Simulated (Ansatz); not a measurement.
# FH2SSi: geometry optimisation

A script is to give a geometry optimisation; the system is FH2SSi. SMILES: F[SiH]S.

Program: Ansatz 0.2.0 through its Python package. Level of theory: CAM-B3LYP/6-31G*. These are calculated values, not measurements.

## Step 1: Starting point

Bond lengths: F1–Si2 1.590 Å, Si2–S3 2.123 Å, Si2–H4 1.496 Å, S3–H5 1.350 Å. Angles: F1–Si2–S3 106.9°, F1–Si2–H4 107.4°, S3–Si2–H4 105.0°, Si2–S3–H5 96.2°.

The script holds or builds the structure itself.

## Step 2: Script

Input file opt_fh2ssi.py:

```python
"""Minimum-energy structure of FH2SSi."""

import ansatz as az
import numpy as np


def main() -> None:
    geometry_ang = [
        ("F", (-1.3976, -0.0754, 0.9355)),
        ("Si", (-0.7466, -0.164, -0.5129)),
        ("S", (0.9821, 1.0678, -0.4902)),
        ("H", (-0.2277, -1.5566, -0.6851)),
        ("H", (1.4396, 0.6545, 0.7113)),
    ]
    system = az.Crystal.molecule()
    for symbol, xyz in geometry_ang:
        system = system.atom(symbol, xyz)

    calc = system.calculation()
    calc = calc.basis(gaussian="6-31G*").functional("CAM-B3LYP")
    calc = calc.spin("collinear", total=1)
    symbols = [site.symbol for site in system.cartesian_sites]
    start = np.array([site.position_ang for site in system.cartesian_sites], dtype=float)
    def progress(event):
        if event["event"] == "relax_step":
            row = event["data"]
            print(f"step {row['step']:3d}  E = {row['lagrangian_ev']:.6f} eV  max force {row['allowed_force_max_ev_ang']:.4f} eV/A")


    data = calc.relax(force_tolerance=0.005).session().plan().execute(on_event=progress).report
    end = np.array(data["positions_ang"])

    print("reference energy %16.6f eV" % data["reference_energy_ev"])
    print("total energy     %16.6f eV" % data["free_energy_ev"])
    print("occupied (up, down):", data["n_occupied"], " virtual:", data["n_virtual"], " frozen:", data["n_frozen"])

    print("final positions (A) and the move of each atom")
    for symbol, xyz, old in zip(symbols, end, start):
        print(f"{symbol:2s} {xyz[0]:10.5f} {xyz[1]:10.5f} {xyz[2]:10.5f}   {np.linalg.norm(xyz - old):7.4f}")


if __name__ == "__main__":
    main()
```

## Step 3: The calls as engine input

The package turns the script's settings into the engine's input:

```yaml
crystal:
  periodic: [false, false, false]
  atoms:
    - { symbol: F, position_ang: [-1.3976, -0.0754, 0.9355] }
    - { symbol: Si, position_ang: [-0.7466, -0.164, -0.5129] }
    - { symbol: S, position_ang: [0.9821, 1.0678, -0.4902] }
    - { symbol: H, position_ang: [-0.2277, -1.5566, -0.6851] }
    - { symbol: H, position_ang: [1.4396, 0.6545, 0.7113] }
basis:
  gaussian:
    orbitals: "6-31G*"
hamiltonian:
  xc: cam_b3lyp
magnetization:
  spin_polarized: true
  initial_magnetization: 1.0
relax:
  f_tol: 0.005
```

## Step 4: The run

Run with:

```sh
> python opt_fh2ssi.py
```

Q: Predict the main results. Wanted: total energy; dipole moment; <S²> of the mean field; moves of the relaxation; energy gained; last largest force component.

The runs gave:

```
                           quantity           value
                       total energy  -21461.7586 eV
                      dipole moment          1.44 D
<S²> of the mean field (pure state)    0.751 (0.75)
            moves of the relaxation              16
                      energy gained        0.058 eV
       last largest force component     0.0018 eV/Å
```

In words: The relaxation took 16 moves; the largest shift is 0.338 Å, of atom 5 (H). Reading the output:
- The end point is the stationary point reached from this start; no frequency run checks that it is a minimum, and the basis set is modest.
- The species is open-shell (spin multiplicity 2).
